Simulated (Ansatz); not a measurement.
# CHAlO (quintet): from Hartree-Fock to the top rungs, cc-pVDZ

An exercise on one series of results from a longer session: the logs are not shown, and one member is left open.

Method: cc-pVDZ, core rule «outside noble gas», up to 7 orbitals frozen; program: Ansatz 0.2.0, Gaussian basis.

To be run: UHF; CCSD(T) on ROHF; CCSD(T) on UHF; BCCD(T) on ROHF; CISD as a restricted active space (open shells left free, so some higher excitations enter); CCSDT(Q) on ROHF; CCSDT(Q) on UHF.

24 further runs of the same task are left out: 5 that didn't finish, 19 set aside as unsound or not needed. Runs told in other sessions of the task aren't counted.

**What is computed**

The geometry is a PBE0/def2-TZVP stationary point (not a proven minimum) of the parent state, kept for this charge and spin.

4 atoms, charge 0, spin multiplicity 5.

Atoms are counted from 1 here; the program's logs count them from 0.

Bond lengths: Al1–C2 1.933 Å, C2–O3 1.306 Å, O3–H4 0.968 Å. Angles: Al1–C2–O3 167.9°, C2–O3–H4 112.4°.

The first run:

in.yaml reads:

```yaml
crystal:
  periodic: [false, false, false]
  atoms:
    - {symbol: Al, position_ang: [0.000001, -0.162615, 2.220099]}
    - {symbol: C, position_ang: [-0.000032, -0.075678, 0.288964]}
    - {symbol: O, position_ang: [0.000003, -0.291771, -0.998684]}
    - {symbol: H, position_ang: [0.000028, 0.530064, -1.510380]}
basis:
  gaussian: {orbitals: cc-pVDZ}
magnetization: {spin_polarized: true, initial_magnetization: 4}
hamiltonian: {xc: hf}
output: {orbitals: {seedname: orbitals}}
```

On the command line:

```console
> ansatz run in.yaml --threads 1 --pin off --events-out ev --progress --plain --max-ram 2393MiB
```

Steps of the session up to this table: UHF; CCSD(T) on ROHF; CCSD(T) on UHF; BCCD(T) on ROHF; CISD as a restricted active space (open shells left free, so some higher excitations enter); CCSDT(Q) on ROHF; CCSDT(Q) on UHF.

One table of the session follows, with a row left open; its other results are not shown here.

```
   method  from UCCSDT(Q) (meV)
     ROHF               +9222.1
      UHF               +9023.6
     RMP2                +924.5
     UMP2                +966.7
     CISD               +1019.1
    RCCSD                +312.5
    UCCSD                +307.7
 RCCSD(T)                 +52.2
 UCCSD(T)                     ?
  BCCD(T)                 +52.3
   RCCSDT                 +26.0
   UCCSDT                 +24.5
RCCSDT(Q)                  +4.5
UCCSDT(Q)                     0
```

Q: Estimate the row for UCCSD(T) from the others.

**Answer.** from UCCSDT(Q) (meV): +53.2. In the column «from UCCSDT(Q) (meV)» it lies between BCCD(T) (+52.3) and UCCSD (+307.7).

To keep in mind: Restricted and unrestricted rows rest on different reference determinants; a gap between their highest levels can come from leftover correlation error, from unlike frozen cores or from another state.
